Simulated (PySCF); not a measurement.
# One shape, several levels: AlH3S (SMILES [AlH2][SH])

We compute a comparison of 5 runs (HF/3-21G, HF/def2-SVP, B3LYP/6-31G*, PBE0/def2-SVP, MP2/6-31G*) of AlH3S. The job is set up through a Python script.

Program for the calculation: PySCF 2.14.0.

**1. The structure to begin with**

AlH3S: 5 atoms, total charge 0, spin state singlet. As SMILES, `[AlH2][SH]`. The shape is that of a PBE0-D4/def2-TZVP optimisation.

Bond lengths: Al1–S2 2.181 Å, Al1–H3 1.579 Å, Al1–H4 1.581 Å, S2–H5 1.344 Å. Angles: Al1–S2–H5 93.7°, S2–Al1–H3 116.5°, S2–Al1–H4 118.9°, H3–Al1–H4 124.6°.

**2. Energy and forces at HF/3-21G (run 1)**

input.py reads:

```python
# [AlH2][SH]
import pyscf.grad
from pyscf import gto

system = gto.M(
    atom=[
    ('Al', (-0.616100, -0.064200, -0.181700)),
    ('S', (1.129100, -0.343100, 1.096600)),
    ('H', (-1.981700, -0.650100, 0.351100)),
    ('H', (-0.441100, 0.696000, -1.556400)),
    ('H', (1.959700, 0.287800, 0.249000)),
],
    spin=0,
    max_memory=1860,
    basis='3-21g',
    verbose=4,
)

mf = system.RHF()
mf.conv_tol = 1e-10
mf.kernel()
if not mf.converged:
    mf = mf.newton().run(mf.mo_coeff, mf.mo_occ)

e_tot = mf.e_tot
print('Final energy', e_tot)
grad = mf.Gradients().kernel()
mf.analyze()
```

Run with:

```
$ OMP_NUM_THREADS=1 python input.py
```

What it wrote:

```text
PySCF version 2.14.0

[... 73 lines left out ...]
One-electron Energy =                -1031.626711892032745
[... 6 lines left out ...]
MO #2   energy= -58.091457839513   occ= 2
[... 4 lines left out ...]
MO #7   energy= -4.90361053494501  occ= 2
[... 4 lines left out ...]
MO #12  energy= -0.588906247204041 occ= 2
[... 4 lines left out ...]
MO #17  energy= 0.0376835187342788 occ= 0
[... 4 lines left out ...]
MO #22  energy= 0.299944871050976  occ= 0
[... 4 lines left out ...]
MO #27  energy= 0.744912428656423  occ= 0
[... 4 lines left out ...]
MO #32  energy= 1.40748819170791   occ= 0
[... 40 lines left out ...]
Dipole moment(X, Y, Z, Debye): -0.81424,  0.85988, -1.98733
```

Run time: 1.5 s. Hardware: 1 thread of Intel Xeon at 2.70GHz, shared host; peak memory 0.12 GiB.

**3. Energy and forces at HF/def2-SVP (run 2)**

run.py reads:

```python
from pyscf import gto, scf

mol = gto.M(
    atom=[
    ('Al', (-0.616100, -0.064200, -0.181700)),
    ('S', (1.129100, -0.343100, 1.096600)),
    ('H', (-1.981700, -0.650100, 0.351100)),
    ('H', (-0.441100, 0.696000, -1.556400)),
    ('H', (1.959700, 0.287800, 0.249000)),
],
    verbose=4,
    basis='def2-svp',
    max_memory=1860,
)

mf = scf.RHF(mol)
mf.conv_tol = 1e-10
mf.kernel()
if not mf.converged:
    mf = mf.newton().run(mf.mo_coeff, mf.mo_occ)

e_final = mf.e_tot
print(f'total energy: {e_final:.8f} hartree')
grad = mf.nuc_grad_method().kernel()
mf.analyze()
```

Run with:

```
$ OMP_NUM_THREADS=1 python run.py
```

What it wrote:

```text
PySCF version 2.14.0

[... 73 lines left out ...]
Total Energy =                        -641.024606481954038
[... 8 lines left out ...]
MO #2   energy= -58.4705774014336  occ= 2
[... 6 lines left out ...]
MO #9   energy= -3.22343399082401  occ= 2
[... 6 lines left out ...]
MO #16  energy= -0.383970836220313 occ= 2
[... 6 lines left out ...]
MO #23  energy= 0.421654521444407  occ= 0
[... 6 lines left out ...]
MO #30  energy= 0.639502966084     occ= 0
[... 6 lines left out ...]
MO #37  energy= 1.01967120300809   occ= 0
[... 6 lines left out ...]
MO #44  energy= 1.81136663491717   occ= 0
[... 6 lines left out ...]
MO #51  energy= 2.50994672079005   occ= 0
[... 59 lines left out ...]
Dipole moment(X, Y, Z, Debye): -0.14847,  0.57092, -1.15158
```

Run time: 1.7 s. Hardware: 1 thread of Intel Xeon at 2.70GHz, shared host; peak memory 0.12 GiB.

**4. Energy and forces at B3LYP/6-31G(d) (Cartesian functions) (run 3)**

calc.py reads:

```python
from pyscf import gto, dft

mol = gto.M(
    atom='''
Al    -0.616100    -0.064200    -0.181700
S      1.129100    -0.343100     1.096600
H     -1.981700    -0.650100     0.351100
H     -0.441100     0.696000    -1.556400
H      1.959700     0.287800     0.249000
''',
    cart=True,
    basis='6-31g*',
    verbose=4,
    max_memory=1860,
)

mf = dft.RKS(mol)
mf.xc = 'b3lyp'
mf.conv_tol = 1e-10
mf.grids.level = 5
mf.kernel()
if not mf.converged:
    mf = mf.newton().run(mf.mo_coeff, mf.mo_occ)

e_tot = mf.e_tot
print('E(%s) = %.9f' % ('B3LYP', e_tot))
grad = mf.nuc_grad_method().kernel()
mf.analyze()
```

Run with:

```
$ OMP_NUM_THREADS=1 python calc.py
```

What it wrote:

```text
PySCF version 2.14.0

[... 87 lines left out ...]
Total Energy =                        -642.453872166187921
[... 8 lines left out ...]
MO #2   energy= -56.0664636311797  occ= 2
[... 6 lines left out ...]
MO #9   energy= -2.70711634761274  occ= 2
[... 6 lines left out ...]
MO #16  energy= -0.275816534279653 occ= 2
[... 6 lines left out ...]
MO #23  energy= 0.180034355665359  occ= 0
[... 6 lines left out ...]
MO #30  energy= 0.443801039076237  occ= 0
[... 6 lines left out ...]
MO #37  energy= 0.826538562613258  occ= 0
[... 6 lines left out ...]
MO #44  energy= 3.88292274401563   occ= 0
[... 52 lines left out ...]
Dipole moment(X, Y, Z, Debye): -0.09671,  0.57219, -1.13199
```

Run time: 11 s. Hardware: 1 thread of Intel Xeon at 2.70GHz, shared host; peak memory 0.47 GiB.

Run 4 isn't shown in full; the table further down has it.

**5. Energy and gradient at MP2/6-31G(d) (spherical functions) (run 5)**

job.py reads:

```python
import pyscf.grad
from pyscf import gto, mp

system = gto.Mole()
system.atom = '''
Al      -0.616100      -0.064200      -0.181700
S        1.129100      -0.343100       1.096600
H       -1.981700      -0.650100       0.351100
H       -0.441100       0.696000      -1.556400
H        1.959700       0.287800       0.249000
'''
system.max_memory = 1860
system.spin = 0
system.verbose = 4
system.basis = '6-31g*'
system.build()

calc0 = system.RHF()
calc0.conv_tol = 1e-10
calc0.kernel()
if not calc0.converged:
    calc0 = calc0.newton().run(calc0.mo_coeff, calc0.mo_occ)

pt = mp.MP2(calc0, frozen=10).run()
e_tot = pt.e_tot
print('E = %.10f Eh' % e_tot)
grad = pt.Gradients().kernel()
calc0.analyze()
```

Run with:

```
$ OMP_NUM_THREADS=1 python job.py
```

What it wrote:

```text
PySCF version 2.14.0

[... 59 lines left out ...]
converged SCF energy = -641.187493998734
[... 23 lines left out ...]
DFT Exchange-Correlation Energy =      -44.288897114814347
[... 7 lines left out ...]
MO #6   energy= -6.62409539742561  occ= 2
[... 5 lines left out ...]
MO #12  energy= -0.579421631651934 occ= 2
[... 5 lines left out ...]
MO #18  energy= 0.107437033416448  occ= 0
[... 5 lines left out ...]
MO #24  energy= 0.352397684411607  occ= 0
[... 5 lines left out ...]
MO #30  energy= 0.628159789607804  occ= 0
[... 5 lines left out ...]
MO #36  energy= 1.03794520474591   occ= 0
[... 5 lines left out ...]
MO #42  energy= 1.51312701164157   occ= 0
[... 50 lines left out ...]
Dipole moment(X, Y, Z, Debye): -0.43279,  0.63429, -1.39406
```

Run time: 4.5 s. Hardware: 1 thread of Intel Xeon at 2.70GHz, shared host; peak memory 0.16 GiB.

**6. All runs side by side**

```csv
run,level,Cartesian functions,integration grid,energy (Eh),dipole moment (D) of the reference,HOMO energy (eV),LUMO energy (eV),wall time
1,HF/3-21G,no,–,-637.905970,2.31,-10.64,1.03,1.5 s
2,HF/def2-SVP,no,–,-641.024606,1.29,-10.45,1.43,1.7 s
3,B3LYP/6-31G* (Cartesian functions),yes,5,-642.453872,1.27,-7.51,-1.59,11 s
4,PBE0/def2-SVP,no,5,-641.987044,1.11,-7.77,-1.35,8.4 s
5,MP2/6-31G* (spherical functions),no,–,-641.356764,1.59,-10.47,1.21,4.5 s
```

**7. Summary of results**

```
                                           quantity          value
                                run 5: total energy  -641.35676 Eh
        run 5: dipole moment (Hartree–Fock density)         1.59 D
         run 5: HOMO energy (Hartree–Fock orbitals)      -10.47 eV
         run 5: LUMO energy (Hartree–Fock orbitals)        1.21 eV
       run 5: HOMO–LUMO gap (Hartree–Fock orbitals)       11.69 eV
run 5: correlation energy (10 core orbitals frozen)     -169.3 mEh
                    run 5: largest force on an atom     0.116 eV/Å
```

In words: Over runs 1, 2, 3, 4 the dipole moment (its size) runs from 1.11 D (PBE0/def2-SVP) to 2.31 D (HF/3-21G). The two ends differ in method and basis. Over runs 1, 2, 3, 4 the HOMO–LUMO gap runs from 5.92 eV (B3LYP/6-31G*) to 11.88 eV (HF/def2-SVP). Totals of different functionals can't be ranked against each other. All runs together took 27 s, the longest 11 s.
